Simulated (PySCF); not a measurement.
# One shape, several levels: triplet PF3

Aim: a comparison of 6 runs (UM06-2X/STO-6G, UMP2/STO-6G, NEVPT2(4,4)/STO-6G, ROCCSD(T)/STO-6G, UCCSD(T)/STO-6G, FCI/STO-6G) of triplet PF3. The job is set up through a Python script.

The results are computed with PySCF 2.14.0.

10 further runs of the same task are left out: 3 that didn't finish, 7 set aside as unsound or not needed.

### Step 1. The molecule

PF3: 4 atoms, total charge 0, spin state triplet. SMILES of the parent species: `FP(F)F`. The shape is that of a GFN2-xTB optimisation. That shape belongs to the parent species and isn't relaxed for this state.

Bond lengths: P1–F2 1.597 Å, P1–F3 1.598 Å, P1–F4 1.598 Å. Angles: F2–P1–F3 94.0°, F2–P1–F4 93.9°, F3–P1–F4 94.0°.

### Step 2. A single-point energy at UM06-2X/STO-6G (run 1)

The input, job.py:

```python
from pyscf import gto, dft

molecule = gto.M(
    atom='''
P     -0.008749     0.009619     1.213752
F      2.550393    -0.055860    -0.383898
F     -1.225468     2.230349    -0.431217
F     -1.316194    -2.184108    -0.398638
''',
    max_memory=1860,
    spin=2,
    basis='sto-6g',
    unit='bohr',
    verbose=3,
)

mf = dft.UKS(molecule, xc='m06-2x')
mf.conv_tol = 1e-10
mf.grids.level = 5
mf.kernel()
if not mf.converged:
    mf = mf.newton().run(mf.mo_coeff, mf.mo_occ)

etot = mf.e_tot
print('E(%s) = %.9f' % ('M06-2X', etot))
```

On the command line:

```
$ OMP_NUM_THREADS=1 python job.py
```

What it wrote:

```text
WARN: HOMO 0.0860676147871378 >= LUMO -0.342161120057287

WARN: HOMO 0.0457445206352201 >= LUMO -0.0332404875252678

WARN: HOMO 0.066806967305842 >= LUMO -0.024222909801757

WARN: HOMO 0.0714140348362421 >= LUMO -0.0164143339509206

WARN: HOMO 0.0704143935056055 >= LUMO -0.0147851844733595

WARN: HOMO 0.0698755870740997 >= LUMO -0.0144456343097117

WARN: HOMO 0.0696910404841707 >= LUMO -0.0143058362494683

WARN: HOMO 0.0693063887546669 >= LUMO -0.0141787395458453

WARN: HOMO 0.0690552242318873 >= LUMO -0.0141530414556698

WARN: HOMO 0.068894838439677 >= LUMO -0.014133802346415

WARN: HOMO 0.068059567574505 >= LUMO -0.0139589783333414

WARN: HOMO 0.0677020632502296 >= LUMO -0.0139184748649347

WARN: HOMO 0.0680012082585251 >= LUMO -0.0138810945301011

WARN: HOMO 0.0676974131509167 >= LUMO -0.0138261352907977

WARN: HOMO 0.0684979299365773 >= LUMO -0.0139252800007176

WARN: HOMO 0.0682857705626289 >= LUMO -0.0138927195643144

WARN: HOMO 0.0681474090363456 >= LUMO -0.0138795223775631

WARN: HOMO 0.0680006028174715 >= LUMO -0.0138642314850515

WARN: HOMO 0.068069783753448 >= LUMO -0.0138721072341434

WARN: HOMO 0.06805854667609 >= LUMO -0.0138708313228326

WARN: HOMO 0.0680563307174236 >= LUMO -0.0138705500114218

WARN: HOMO 0.0680564012429264 >= LUMO -0.0138705225447325

converged SCF energy = -637.701133066206  <S^2> = 2.0057962  2S+1 = 3.0038617
E(M06-2X) = -637.701133066
```

Run time: 18 s. Hardware: 1 thread of Arm Neoverse V1, shared host; peak memory 0.23 GiB.

### Step 3. A single-point energy at UMP2/STO-6G (run 2)

The input, geometry.xyz:

```xyz
4
F3P
P     -0.004630     0.005090     0.642290
F      1.349610    -0.029560    -0.203150
F     -0.648490     1.180250    -0.228190
F     -0.696500    -1.155780    -0.210950
```

The input, job.py:

```python
from pyscf import gto, scf, mp

molecule = gto.M(
    atom='geometry.xyz',
    basis='sto-6g',
    spin=2,
    max_memory=1860,
    verbose=4,
    charge=0,
)

mf = scf.UHF(molecule)
mf.conv_tol = 1e-10
mf.kernel()
if not mf.converged:
    mf = mf.newton().run(mf.mo_coeff, mf.mo_occ)

pt = mp.MP2(mf, frozen=8).run()
energy = pt.e_tot
print('E(%s) = %.9f' % ('MP2', energy))
```

On the command line:

```
$ OMP_NUM_THREADS=1 python job.py
```

What it wrote:

```text
PySCF version 2.14.0

[... 37 lines left out ...]
[... the frontier-level lines of each cycle are left out ...]
[... 3 lines left out ...]
[... 106 lines left out ...]
converged SCF energy = -636.13426599411  <S^2> = 2.0110771  2S+1 = 3.0073757
[... 1 line left out ...]
******** <class 'pyscf.mp.ump2.UMP2'> ********
nocc = (np.int64(14), np.int64(12)), nmo = (16, 16)
frozen orbitals 8
E(UMP2) = -636.200355019679  E_corr = -0.0660890255697138
E(SCS-UMP2) = -636.200780947499  E_corr = -0.0665149533888305
E_corr(same-spin) = -0.0147598584171069
E_corr(oppo-spin) = -0.0513291671526068
E(MP2) = -636.200355020
```

It took 1.4 s on 1 thread of Arm Neoverse V1, shared host; peak memory 0.12 GiB.

Runs 3 to 4 aren't shown in full; the table further down has their settings and results.

### Step 4. The energy at UCCSD(T)/STO-6G (run 5)

The input, input.py:

```python
from pyscf import gto, scf, cc

mol = gto.M(
    atom='P -0.004630 0.005090 0.642290; F 1.349610 -0.029560 -0.203150; F -0.648490 1.180250 -0.228190; F -0.696500 -1.155780 -0.210950',
    spin=2,
    max_memory=1860,
    basis='sto-6g',
    verbose=4,
)

mf = scf.UHF(mol)
mf.conv_tol = 1e-10
mf.kernel()
if not mf.converged:
    mf = mf.newton().run(mf.mo_coeff, mf.mo_occ)

mycc = cc.CCSD(mf, frozen=8)
mycc.kernel()
e_t = mycc.ccsd_t()
e_final = mycc.e_tot + e_t
print('E(%s) = %.9f' % ('CCSD(T)', e_final))
```

On the command line:

```
$ OMP_NUM_THREADS=1 python input.py
```

What it wrote:

```text
PySCF version 2.14.0

[... 37 lines left out ...]
[... the frontier-level lines of each cycle are left out ...]
[... 3 lines left out ...]
[... 106 lines left out ...]
converged SCF energy = -636.13426599411  <S^2> = 2.0110771  2S+1 = 3.0073757
[... 12 lines left out ...]
Init t2, MP2 energy = -0.066089027041878
[... 33 lines left out ...]
UCCSD converged
[... 2 lines left out ...]
E(CCSD(T)) = -636.234661553
```

Wall time 1.6 s (1 thread of Arm Neoverse V1, shared host); peak memory 0.1 GiB.

### Step 5. The energy at FCI/STO-6G (run 6)

The input, job.py:

```python
from pyscf import gto, scf, mcscf

molecule = gto.M(
    atom='''
P   -0.004630   0.005090   0.642290
F    1.349610  -0.029560  -0.203150
F   -0.648490   1.180250  -0.228190
F   -0.696500  -1.155780  -0.210950
''',
    spin=2,
    verbose=4,
    max_memory=1860,
    basis='sto-6g',
)

calc0 = scf.ROHF(molecule)
calc0.conv_tol = 1e-10
calc0.kernel()
if not calc0.converged:
    calc0 = calc0.newton().run(calc0.mo_coeff, calc0.mo_occ)

cas = mcscf.CASCI(calc0, calc0.mo_coeff.shape[-1] - 8, (molecule.nelec[0] - 8, molecule.nelec[1] - 8))  # full CI above the frozen core
cas.fix_spin_(ss=2.0)
cas.kernel()
e_final = cas.e_tot
print(f'total energy: {e_final:.8f} hartree')
```

On the command line:

```
$ OMP_NUM_THREADS=1 python job.py
```

What it wrote:

```text
PySCF version 2.14.0

[... 37 lines left out ...]
WARN: HOMO 0.177485213684341 >= LUMO 0.177905240646395
[... 46 lines left out ...]
converged SCF energy = -636.131889915701
[... 1 line left out ...]
******** <class 'pyscf.mcscf.casci.CASCI'> ********
CAS (14e+12e, 16o), ncore = 8, nvir = 0
natorb = False
canonicalization = True
sorting_mo_energy = False
******** <class 'pyscf.fci.addons.SpinPenaltyFCISolver'> ********
max. cycles = 200
conv_tol = 1e-08
davidson only = True
linear dependence = 1e-12
level shift = 0.001
max iter space = 12
nroots = 1
pspace_size = 400
spin = None
Density matrix diagonal elements [1.99834439 1.99757485 1.99737142 1.98837192 1.98320712 1.96787586
 1.98568813 1.9609086  1.97011547 1.98188591 1.98299527 1.9028518
 1.14461011 0.92056214 0.11397397 0.10366305]
CASCI converged
CASCI E = -636.238329001940  E(CI) = -144.651147224238  S^2 = 2.0000000
total energy: -636.23832900 hartree
```

Run time: 1.9 min. Hardware: 1 thread of Arm Neoverse V1, shared host; peak memory 0.17 GiB.

### Step 6. Overview of the runs

```
run               level  integration grid  frozen core orbitals  energy (Eh)  dipole moment (D) of the reference   ⟨S²⟩  wall time
  1      UM06-2X/STO-6G                 5                     –  -637.701133                                1.32  2.006       18 s
  2         UMP2/STO-6G                 –                     8  -636.200355                                1.85  2.011      1.4 s
  3  NEVPT2(4,4)/STO-6G                 –                     –  -636.204875                                1.74      –        2 s
  4    ROCCSD(T)/STO-6G                 –                     8  -636.234410                                1.74  2.000      1.7 s
  5     UCCSD(T)/STO-6G                 –                     8  -636.234662                                1.85  2.011      1.6 s
  6          FCI/STO-6G                 –                     8  -636.238329                                1.74      –    1.9 min
```

### Step 7. Summary of results

| quantity | value |
| --- | --- |
| run 6: total energy | -636.23833 Eh |
| run 6: dipole moment (Hartree–Fock density) | 1.74 D |
| run 6: correlation energy (8 core orbitals frozen) | -106.4 mEh |

Against full CI in this basis: UMP2 +38.0 mEh; ROCCSD(T) +3.9 mEh; UCCSD(T) +3.7 mEh. In runs 1, 2, 3, 4, 5, 6 the basis is minimal, so the values are rough. All runs together took 2.3 min, the longest 1.9 min.
